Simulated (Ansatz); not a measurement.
# MgO2 (Pa-3)

Level of theory: DFT r2SCAN, scalar-relativistic, plane waves, PAW in Ansatz 0.2.0.

Cutoff 500 eV; k points 6×6×6 on the computed 12-atom cell (Γ-centred); Gaussian smearing, width 0.02 eV; no spin polarisation.

The structure is relaxed at this level of theory with its symmetry kept. Whether it is the stable form of this composition wasn't checked.

```cif
data_structure
_symmetry_space_group_name_H-M 'P 1'
_symmetry_Int_Tables_number 1
_cell_length_a 4.8342
_cell_length_b 4.8342
_cell_length_c 4.8342
_cell_angle_alpha 90.000
_cell_angle_beta 90.000
_cell_angle_gamma 90.000
_cell_volume 112.97
loop_
_atom_site_label
_atom_site_type_symbol
_atom_site_fract_x
_atom_site_fract_y
_atom_site_fract_z
_atom_site_occupancy
Mg1 Mg 0.00000 0.50000 0.50000 1
Mg2 Mg 0.50000 0.50000 0.00000 1
Mg3 Mg 0.50000 0.00000 0.50000 1
Mg4 Mg 0.00000 0.00000 0.00000 1
O1 O 0.41117 0.08883 0.91117 1
O2 O 0.08883 0.91117 0.41117 1
O3 O 0.91117 0.41117 0.08883 1
O4 O 0.58883 0.58883 0.58883 1
O5 O 0.41117 0.41117 0.41117 1
O6 O 0.08883 0.58883 0.91117 1
O7 O 0.91117 0.08883 0.58883 1
O8 O 0.58883 0.91117 0.08883 1
```

```json
{"Space group": "Pa-3 (No. 205)", "Volume per atom": "63.5 bohr³", "Formation energy from the elements' standard states (uncorrected)": "-1.871 eV/atom", "Generalised Kohn–Sham band gap": "4.69 eV, indirect from Γ to (0.234, 0.234, 0.234)", "Löwdin character of the top 1 eV of the valence band": "O 2p 97 %", "Löwdin character of the lowest 1 eV of the conduction band": "O 2p 80 %, O 2s 11 %, unprojected 5 %", "Electron masses at the edge by Cartesian direction of the standard setting (m_e; degenerate bands sorted by energy; no spin-orbit coupling)": "x: 1.9; y: 1.9; z: 1.9", "Hole masses at the edge by Cartesian direction of the standard setting (m_e; degenerate bands sorted by energy; no spin-orbit coupling)": "x: 24, 2.1; y: 24, 2.1; z: 24, 2.1", "Bulk modulus": "142 GPa", "Its pressure derivative": "4.2"}
```